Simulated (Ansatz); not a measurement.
Input file:

```yaml
crystal:
  periodic: [false, false, false]
  atoms:
    - {symbol: Be, position_ang: [0.000000, 0.000000, 1.451505]}
    - {symbol: Be, position_ang: [0.000000, 0.000000, -4.251495]}
    - {symbol: H, position_ang: [0.000000, 0.000000, 2.799991]}
basis:
  gaussian: {orbitals: def2-mTZVP}
magnetization: {spin_polarized: false, initial_magnetization: 1}
correlation: {method: ccsdt_q_b, electrons: outside_noble_gas}
scf: {lower_state_search: off}
output: {forces: true}
```

```sh
$ ansatz run in.yaml --threads 1 --pin off --events-out ev --progress --plain --max-ram 2393MiB
```

Problem. Roughly how long does this take on 1 thread of Intel Xeon, shared host, and how much host memory?

Solution. 24 s wall and 0.19 GiB.

```
these checks for a lower state are left out or cut short: starts, cluster_reference, orbital_swaps, neighbouring_geometries, increment
517 factors; integrals over basis functions are off by at most 1.4e-7 eV
mean field evaluation 1: about -807.8780 eV, gradient 5.3e0 eV
mean field evaluation 2: about -807.8793 eV, gradient 5.2e0 eV
mean field evaluation 4: about -808.6902 eV, gradient 3.9e-1 eV
mean field evaluation 8: about -808.6922 eV, gradient 4.5e-4 eV
mean field -808.69215882 eV, -29.7188886856 hartree, gradient 5.0e-6 eV, S^2 0.750000; 0 other end points of the search recorded, 0 dependent functions left out
2 core orbitals not correlated: weight in the atoms' cores, before any rotation towards them, 1.000 or more for the frozen orbitals, at most 0.000 for the correlated occupied ones
reference -808.69215882 eV, -29.7188886856 hartree; 3, 2 occupied and 20, 21 virtual orbitals, 517 factors
second order -1.06124294 eV of doubles, -0.00369347 eV of singles
cycle   1  -1.49172371 eV  change   -4.3e-1 eV  update   9.1e-2
cycle   2  -1.88445469 eV  change   -3.9e-1 eV  update   4.9e-2
cycle   3  -1.88659203 eV  change   -2.1e-3 eV  update   1.1e-2
cycle   4  -1.91593853 eV  change   -2.9e-2 eV  update   5.3e-3
cycle   5  -1.90401896 eV  change    1.2e-2 eV  update   2.0e-3
cycle   6  -1.90573965 eV  change   -1.7e-3 eV  update   4.2e-4
cycle   7  -1.90628433 eV  change   -5.4e-4 eV  update   1.4e-4
cycle   8  -1.90617625 eV  change    1.1e-4 eV  update   6.5e-5
cycle   9  -1.90615137 eV  change    2.5e-5 eV  update   2.8e-5
cycle  10  -1.90620267 eV  change   -5.1e-5 eV  update   1.4e-5
cycle  11  -1.90619795 eV  change    4.7e-6 eV  update   7.1e-6
cycle  12  -1.90619862 eV  change   -6.7e-7 eV  update   5.3e-6
cycle  13  -1.90619672 eV  change    1.9e-6 eV  update   4.0e-6
cycle  14  -1.90619732 eV  change   -6.0e-7 eV  update   3.7e-6
cycle  15  -1.90619754 eV  change   -2.2e-7 eV  update   4.0e-6
cycle  16  -1.90619777 eV  change   -2.3e-7 eV  update   2.6e-6
cycle  17  -1.90619804 eV  change   -2.7e-7 eV  update   1.9e-6
cycle  18  -1.90619824 eV  change   -2.1e-7 eV  update   1.4e-6
cycle  19  -1.90619830 eV  change   -6.0e-8 eV  update   7.1e-7
cycle  20  -1.90619832 eV  change   -1.4e-8 eV  update   4.0e-7
perturbative correction -0.00000675 eV, -0.0000002480 hartree
the calculation of the forces begins
Total energy: -810.59836389 eV, -29.7889404297 hartree
Atom 0 at     0.000000     0.000000     1.451505 Å, force     0.000000    -0.000000    -0.523028 eV/Å
Atom 1 at     0.000000     0.000000    -4.251495 Å, force     0.000000     0.000000     0.001746 eV/Å
Atom 2 at     0.000000     0.000000     2.799991 Å, force    -0.000000     0.000000     0.521281 eV/Å
Dipole moment:    -0.000000     0.000000    -0.017484 e Å
Checks for a lower state left out: starts, cluster_reference, orbital_swaps, neighbouring_geometries, increment
```

Forces (eV/Å):
```
Be   0.000  0.000 -0.523
Be   0.000  0.000  0.002
H    0.000  0.000  0.521
```
